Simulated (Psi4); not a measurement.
# CHCl2F (dichlorofluoromethane) at HF/STO-3G

What is the energy change on altering one bond length of CHCl2F (dichlorofluoromethane) at HF/STO-3G? 

The calculation is run with Psi4 1.11.

2 further runs of the same task are left out: 2 set aside as unsound or not needed.

## 1. Starting point

The species is CHCl2F (5 atoms), meant as a singlet with charge 0. As SMILES, `FC(Cl)Cl`. The coordinates come from a PBE0-D4/def2-TZVP relaxation.

Bond lengths: F1–C2 1.340 Å, C2–Cl3 1.759 Å, C2–Cl4 1.759 Å, C2–H5 1.088 Å. Angles: F1–C2–Cl3 109.4°, F1–C2–Cl4 109.4°, Cl3–C2–Cl4 111.6°, F1–C2–H5 109.7°, Cl3–C2–H5 108.4°, Cl4–C2–H5 108.4°.

## 2. The energy at HF/STO-3G

input.in

```
memory 1.6 GB

molecule m {
  0 1
  F     -0.590600     0.132500     1.230400
  C      0.006400     0.099400     0.030700
  Cl     1.459900    -0.886800     0.126900
  Cl    -1.120400    -0.525200    -1.167100
  H      0.294600     1.106400    -0.262500
  symmetry c1
  no_reorient
  no_com
}

set basis STO-3G
set puream true
set e_convergence 1e-09
set d_convergence 1e-08
set scf_type pk

e, wfn = energy("hf", return_wfn=True)
oeprop(wfn, "QUADRUPOLE", "WIBERG_LOWDIN_INDICES", "LOWDIN_CHARGES", title="HF")
```

The run is started by

```bash
$ psi4 -i input.in -o input.out -n 1
```

input.out (excerpt; [...] marks lines left out):

```text
[...]
  Running in c1 symmetry.
[...]
  Nuclear repulsion =  211.954260524294256
[...]
  Multiplicity = 1
[...]
  Nalpha       = 25
  Nbeta        = 25
[...]
    Number of basis functions: 29
[...]
   @RHF iter   1: -1044.95739652910879   -1.15436e+00   1.79525e-02 ADIIS/DIIS
[...]
   @RHF iter  10: -1045.16166862029945   -9.09495e-13   3.32747e-09 DIIS
[...]
    Orbital Energies [Eh]
    ---------------------
    Doubly Occupied:
       1A   -103.744039     2A   -103.744036     3A    -26.041049
       4A    -11.283401     5A    -10.425219     6A    -10.425007
       7A     -7.869572     8A     -7.869481     9A     -7.863506
      10A     -7.863275    11A     -7.863273    12A     -7.863149
      13A     -1.594443    14A     -1.145779    15A     -1.045027
      16A     -0.849051    17A     -0.697851    18A     -0.638583
      19A     -0.627693    20A     -0.511332    21A     -0.481288
      22A     -0.438056    23A     -0.432634    24A     -0.418135
      25A     -0.410746
[...]
  @RHF Final Energy: -1045.16166862029945
   => Energetics <=
    Nuclear Repulsion Energy =            211.9542605242942557
    One-Electron Energy =               -1869.9406083238857263
    Two-Electron Energy =                 612.8246791792919339
    Total Energy =                      -1045.1616686202994515
[...]
 Multipole Moments:
 ------------------------------------------------------------------------------------
     Multipole            Electronic (a.u.)      Nuclear  (a.u.)        Total (a.u.)
 ------------------------------------------------------------------------------------
 L = 1.  Multiply by 2.5417464519 to convert [e a0] to [Debye]
 Dipole X            :         -1.4574100            1.4911829            0.0337729
 Dipole Y            :         40.5753252          -39.8896619            0.6856633
 Dipole Z            :         12.7629335          -12.6386773            0.1242562
 Magnitude           :                                                    0.6976492
 L = 2.  Multiply by 1.3450342976 to convert [e a0^2] to [Debye ang]
 Quadrupole XX       :       -243.9753349          217.1156745          -26.8596605
 Quadrupole XY       :         44.8409795          -44.2098439            0.6311356
[...]
```

It took 1.2 s on 1 thread of AMD EPYC 9R45 (Zen 5), shared host; peak memory 0.18 GiB.

## 3. The distorted shape: energy and gradient at HF/STO-3G

job.json

```json
{
 "schema_name": "qcschema_input",
 "schema_version": 1,
 "molecule": {
  "schema_name": "qcschema_molecule",
  "schema_version": 2,
  "symbols": ["F", "C", "Cl", "Cl", "H"],
  "geometry": [-1.68018573, 0.28166557, 3.4587336, 0.01209425, 0.18783878, 0.05801459, 2.75881117, -1.67580913, 0.23980625, -2.11724915, -0.99248416, -2.20549936, 0.55671332, 2.09079298, -0.49605311],
  "molecular_charge": 0,
  "molecular_multiplicity": 1,
  "fix_symmetry": "c1",
  "fix_com": true,
  "fix_orientation": true
 },
 "driver": "gradient",
 "model": {
  "method": "scf",
  "basis": "STO-3G"
 },
 "keywords": {
  "puream": true,
  "e_convergence": 1e-09,
  "d_convergence": 1e-08,
  "scf_type": "pk",
  "scf_properties": ["MAYER_INDICES", "DIPOLE", "QUADRUPOLE"]
 }
}
```

The run is started by

```bash
$ psi4 --qcschema job.json -n 1 --memory 1600MB
```

stdout (excerpt; [...] marks lines left out):

```text
[...]
  Running in c1 symmetry.
[...]
  Nuclear repulsion =  193.149095605639644
[...]
  Multiplicity = 1
[...]
  Nalpha       = 25
  Nbeta        = 25
[...]
    Number of basis functions: 29
[...]
   @RHF iter   1: -1044.56495171708275   -1.24797e+00   2.06166e-02 ADIIS/DIIS
[...]
   @RHF iter  12: -1044.98779521570577   -3.63798e-12   3.34439e-09 DIIS
[...]
  @RHF Final Energy: -1044.98779521570577
   => Energetics <=
    Nuclear Repulsion Energy =            193.1490956056396442
    One-Electron Energy =               -1833.0327423563048796
    Two-Electron Energy =                 594.8958515349595473
    Total Energy =                      -1044.9877952157057734
[...]
 Multipole Moments:
 ------------------------------------------------------------------------------------
     Multipole            Electronic (a.u.)      Nuclear  (a.u.)        Total (a.u.)
 ------------------------------------------------------------------------------------
 L = 1.  Multiply by 2.5417464519 to convert [e a0] to [Debye]
 Dipole X            :          3.6595916           -3.5858384            0.0737532
 Dipole Y            :         40.2312673          -39.6081701            0.6230972
 Dipole Z            :          2.4632005           -2.4361460            0.0270544
 Magnitude           :                                                    0.6280299
 L = 2.  Multiply by 1.3450342976 to convert [e a0^2] to [Debye ang]
 Quadrupole XX       :       -257.7987059          231.3123357          -26.4863702
 Quadrupole XY       :         46.5217717          -45.9540313            0.5677404
[...]
  -Total Gradient:
     Atom            X                  Y                   Z
    ------   -----------------  -----------------  -----------------
       1       -0.078089125568     0.004523419849     0.156978518936
       2        0.072617393077    -0.009925998536    -0.147578158311
       3       -0.018298105391     0.012842028049    -0.010938936508
       4        0.021950444135     0.007194893442     0.009244330213
       5        0.001819393732    -0.014634342803    -0.007705754339
[...]
```

The result, in JSON:

```text
{
 "driver": "gradient",
 "model": {
  "method": "scf",
  "basis": "STO-3G"
 },
 "success": true,
 "return_result": [-0.07808912556765836, 0.0045234198489351295, 0.15697851893565043, 0.07261739307725962, -0.009925998536203545, -0.1475781583106591, -0.018298105390904623, 0.01284202804911011, -0.010938936508490416, 0.021950444134902658, 0.007194893441764438, 0.00924433021306223, 0.0018193937323535692, -0.014634342802845868, -0.007705754338950849],
 "properties": {
  "calcinfo_nbasis": 29,
  "calcinfo_nmo": 29,
  "calcinfo_nalpha": 25,
  "calcinfo_nbeta": 25,
  "calcinfo_natom": 5,
  "nuclear_repulsion_energy": 193.14909560563964,
  "return_energy": -1044.9877952157058,
  "return_gradient": [-0.07808912556765836, 0.0045234198489351295, 0.15697851893565043, 0.07261739307725962, -0.009925998536203545, -0.1475781583106591, -0.018298105390904623, 0.01284202804911011, -0.010938936508490416, 0.021950444134902658, 0.007194893441764438, 0.00924433021306223, 0.0018193937323535692, -0.014634342802845868, -0.007705754338950849],
  "scf_one_electron_energy": -1833.0327423563049,
  "scf_two_electron_energy": 594.8958515349595,
  "scf_dipole_moment": [0.0737531821480859, 0.6230971742997795, 0.02705443892056536],
  "scf_total_energy": -1044.9877952157058,
  "scf_total_gradient": [-0.07808912556765836, 0.0045234198489351295, 0.15697851893565043, 0.07261739307725962, -0.009925998536203545, -0.1475781583106591, -0.018298105390904623, 0.01284202804911011, -0.010938936508490416, 0.021950444134902658, 0.007194893441764438, 0.00924433021306223, 0.0018193937323535692, -0.014634342802845868, -0.007705754338950849],
  "scf_iterations": 12
 }
}
```

Run time: 1.2 s. Hardware: 1 thread of AMD EPYC 9R45 (Zen 5), shared host; peak memory 0.18 GiB.

## 4. Summary of results

Level: HF/STO-3G.

| quantity | value |
| --- | --- |
| first shape: total energy | -1045.16167 Eh |
| first shape: dipole moment | 1.77 D |
| first shape: HOMO energy | -11.18 eV |
| first shape: LUMO energy | 8.10 eV |
| first shape: HOMO–LUMO gap | 19.27 eV |
| distorted shape: total energy | -1044.98780 Eh |
| distorted shape: dipole moment | 1.60 D |
| distorted shape: HOMO energy | -9.73 eV |
| distorted shape: LUMO energy | 3.62 eV |
| distorted shape: HOMO–LUMO gap | 13.35 eV |
| distorted shape: largest force on an atom | 9.019 eV/Å |
| energy change with the F1–C2 bond stretched from 1.340 to 2.011 Å | 4.731 eV |

What this shows: With the F1–C2 bond stretched from 1.340 to 2.011 Å the energy rises by 4.73 eV (457 kJ/mol). The first shape isn't relaxed at this level, so the change isn't measured from a minimum. The minimal basis adds a large error of its own.
